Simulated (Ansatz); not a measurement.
How the cohesive energy of chalcopyrite CdGeAs2 moves with the method

No measured value is used here.

```tsv
level (code)	value (eV/atom)	cell (Å³/atom)
LDA (Ansatz)	3.58	24.21
PBE (Ansatz)	(withheld)	26.26
PBE-D4 (Ansatz)	3.04	25.20
r²SCAN (Ansatz)	2.82	25.26
HSE06 (Ansatz)	2.67	25.33
```

### Question
What belongs in the gaps?

### Answer

- PBE (Ansatz, a program for electronic structure), value (eV/atom): 2.70

Each level is taken at its own relaxed cell. Cutoffs and k meshes differ between the levels. Ansatz's density-functional and Hartree–Fock values are scalar-relativistic unless marked +SOC, with PAW data made under PBE.
